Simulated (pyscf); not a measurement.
Thermochemistry of product channels of `[OH][AlH2]` on the singlet surface, in kcal/mol, from ωB97M-D3(BJ)/def2-TZVP energies (ideal gas, 1 atm, RRHO with modes under 100 cm⁻¹ raised to 100, one conformer, R ln 2 for rigid chiral ones). PySCF, gas phase, ωB97X-D3(BJ)/def2-SVP geometries.

```
products                            ΔE  ΔH(298 K)  ΔG(600 K)  ΔG(900 K)
-------------------------------  -----  ---------  ---------  ---------
`[O]=[AlH]` + `[H][H]`           +60.1      +56.8      +42.5      +35.1
`[OH2]` + `[AlH]` [singlet]      +60.1      +60.6      +42.9      +34.4
`[OH][Al]` [singlet] + `[H][H]`  +16.1      +15.2        0.0       -8.0
```

The channel to HO–Al [singlet] + H₂ turns favourable between 298 and 1200 K (ΔG from +7.8 kcal/mol to -15.8 kcal/mol).

These are energies of the channels, which say nothing of barriers.
